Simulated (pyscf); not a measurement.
HO–In=PH (SMILES [OH][In]=[PH]) + H₂ (SMILES [H][H]) -> H₂P–In (SMILES [PH2][In]) [singlet] + H₂O (SMILES O), a concerted two-bond exchange (singlet surface; In–O, H–H broken, H–P, H–O formed). PySCF, gas phase, ωB97X-D3(BJ)/def2-SVP geometries. Energies in eV from the separated reactants.

Small-basis levels: PySCF, no dispersion term, spherical d functions. AM1 to PM7: differences of heats of formation from MOPAC, which are fitted to 298 K values and so differ in kind from electronic energies by zero-point and thermal terms. GFN2-xTB: tblite. Cost: rough CPU time at the saddle relative to B3LYP/6-31G*+LANL2DZ, from one job on a shared machine.

```tsv
level	barrier	reaction energy	cost
SVWN5/6-31G*+LANL2DZ	0.97	-0.60	1
B3LYP/LANL2DZ	1.14	-0.33	0.6
B3LYP/6-31G*+LANL2DZ	1.37	-0.59	1
M06-2X/6-31G*+LANL2DZ	(withheld)	-0.72	2
B3LYP/6-311+G**+LANL2DZ	1.22	-0.88	1
GFN2-xTB	0.31	-1.29	under 0.02
AM1	(withheld)	-2.89	under 0.02
PM3	0.43	-0.97	under 0.02
PM7	-0.91	-4.40	under 0.02
ωB97M-D3(BJ)/def2-TZVP	(withheld)	-1.16	–
```

Task: Complete the blanks.

Result: 
- M06-2X/6-31G*+LANL2DZ, barrier: 1.55
- AM1, barrier: 0.22
- ωB97M-D3(BJ)/def2-TZVP, barrier: 1.49

Against the last row the barrier runs from -2.40 (PM7) to +0.06 eV (M06-2X/6-31G*+LANL2DZ). At PM7 this geometry lies under one side, so the entry may be no barrier of that level: it is a single point on another level's saddle. ωB97M-D3(BJ)/def2-TZVP has limits of its own. On the product side the descent ends in a bound adduct (not fully relaxed), 0.38 eV under the separated species and 3.06 eV under the saddle at ωB97X-D3(BJ)/def2-TZVP. At ωB97X-D3(BJ)/def2-TZVP the barrier from the zero used here is 1.62 eV. One saddle was located; it need not be the lowest between these sides. A restricted solution here is unstable towards spin polarisation, so biradical character is likely and single-reference numbers are less safe. In the def2 sets elements past Kr carry core potentials, without spin-orbit coupling.
